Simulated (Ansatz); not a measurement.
# Relaxing Ca₂CoO₃

Level of theory: Ansatz, DFT PBE, scalar-relativistic, plane waves, PAW. Cutoff 420 eV, Γ-centred k mesh, Gaussian smearing, collinear spin, first started from parallel moments.

The start puts Ca₂CoO₃ on the MAX phase (312) structure type (P6_3/mmc, No. 194), with Co in place of Si, Ca in place of C, O in place of Ti, at a guessed volume.

```
Ca Co O
1.0
     3.58502    0.00000    0.00000
    -1.79251    3.10472    0.00000
     0.00000    0.00000   20.66935
Ca Co O
4 2 6
Direct
  0.33333 0.66667 0.92800
  0.66667 0.33333 0.42800
  0.66667 0.33333 0.07200
  0.33333 0.66667 0.57200
  0.00000 0.00000 0.25000
  0.00000 0.00000 0.75000
  0.00000 0.00000 0.50000
  0.00000 0.00000 0.00000
  0.33333 0.66667 0.36500
  0.66667 0.33333 0.86500
  0.66667 0.33333 0.63500
  0.33333 0.66667 0.13500
```

Steps on the 6×6×1 mesh (12 atoms). 11 of 12 steps are shown, and the free energy counts from the last. Trial steps that were taken back and renewals of the plane-wave basis can be among the rows.

```
step  ΔF (meV/atom) V (Å³/atom) P (GPa) largest force component (eV/Å)
   1          836.3        19.17   -12.95                           0.591
   2          657.9        17.51   -11.51                           1.220
   3          480.6        16.00    -9.54                           1.896
   4          298.5        14.66    -7.08                           2.324
   5          113.8        13.43    -3.65                           2.013
   6           14.5        12.67    -0.33                           0.922
   7            1.3        12.23     2.76                           0.353
   8           -3.4        12.52     0.01                           0.046
  10            0.0        12.52    -0.46                           0.020
  11           -0.2        12.47     0.03                           0.002
  12            0.0        12.47     0.01                           0.002
```

A final relaxation ran on a 12×12×4 mesh. The relaxed crystal, P6_3/mmc (No. 194):

```
Ca Co O
1.0
     3.25762    0.00000    0.00000
    -1.62881    2.82118    0.00000
     0.00000    0.00000   16.28612
Ca Co O
4 2 6
Cartesian
  0.0000 1.8808 14.8559
  1.6288 0.9404 6.7128
  1.6288 0.9404 1.4302
  0.0000 1.8808 9.5733
  0.0000 0.0000 4.0715
  0.0000 0.0000 12.2146
  0.0000 0.0000 8.1431
  0.0000 0.0000 0.0000
  0.0000 1.8808 5.3378
  1.6288 0.9404 13.4809
  1.6288 0.9404 10.9483
  0.0000 1.8808 2.8052
```

```yaml
Volume_per_atom: 12.47 Å³
Density: 4.15 g/cm³
Energy_over_the_elements: -2.01 eV/atom
Gap_on_the_12×12×4_mesh: 0 eV (a metal)
Net_moment_per_atom: 0.50 μB
Largest_site_moment: 2.49 μB
```

Energies over the elements count from the elements' standard structures at the same level (O₂ as a molecule), with no empirical corrections.

The final run used a 12×12×4 mesh on its 12-atom cell and 0.10 eV smearing. The k mesh leaves about 4 meV/atom of noise in metals.

A structure relaxed within its symmetry needn't be a true minimum.

Cost: 3 runs of about 7.8 core-minutes in all, on Arm Neoverse V2 (shared hosts).